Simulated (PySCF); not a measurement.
Molecule: SMILES c1cc[pH]c1, C$_{4}$H$_{5}$P.

Atoms are numbered as in `[cH:1]1[cH:2][cH:3][pH:4][cH:5]1` (H(Xn): hydrogen on atom n).

Geometry PBE0-D3(BJ)/def2-SVP throughout; GIAO in PySCF, gas phase, one conformer, non-relativistic; equivalent atoms averaged; functional PBE0.

(1) How do the shifts δ (against TMS, H3PO4 at the same level) depend on the basis set? (ppm; last column core-seconds on 1 thread of an Arm Neoverse V2, shared host)

(2) Which nucleus moves most, in ppm?

(3) Taking the largest basis, IGLO-III (234 functions), as the yardstick, rank the others by their worst heavy-atom deviation.

## Answers

(1) 
| basis set | functions | C1/C2 | C3/C5 | P4 | H(C1)/H(C2) | H(C3)/H(C5) | H(P4) | core-s |
| --- | --- | --- | --- | --- | --- | --- | --- | --- |
| pcSseg-0 | 59 | 149.3 | 145.4 | -127.2 | 7.02 | 6.75 | 5.45 | 2.9 |
| cc-pVDZ | 99 | 138.5 | 134.0 | -52.8 | 7.17 | 6.89 | 5.22 | 5.2 |
| aug-cc-pVDZ | 164 | 137.5 | 133.9 | -70.9 | 7.50 | 7.21 | 5.43 | 9.8 |
| cc-pVTZ | 224 | 144.8 | 138.4 | -71.2 | 7.39 | 7.14 | 5.42 | 16 |
| IGLO-III | 234 | 148.9 | 143.0 | -65.1 | 7.43 | 7.13 | 5.53 | 16 |

(2) P4 (ring phosphorus): from -127.2 ppm with pcSseg-0 to -52.8 ppm with cc-pVDZ. The smallest spread is 0.31 ppm, at H(P4). Proton shifts span only some 12 ppm, so a few tenths of a ppm matter as much there as several ppm in carbon.

(3) cc-pVTZ 6.1 ppm (224 functions), aug-cc-pVDZ 11.4 ppm (164 functions), cc-pVDZ 12.3 ppm (99 functions), pcSseg-0 62.2 ppm (59 functions).

A small basis that lands close on one nucleus may do so by chance; judge by the trend and by all nuclei.
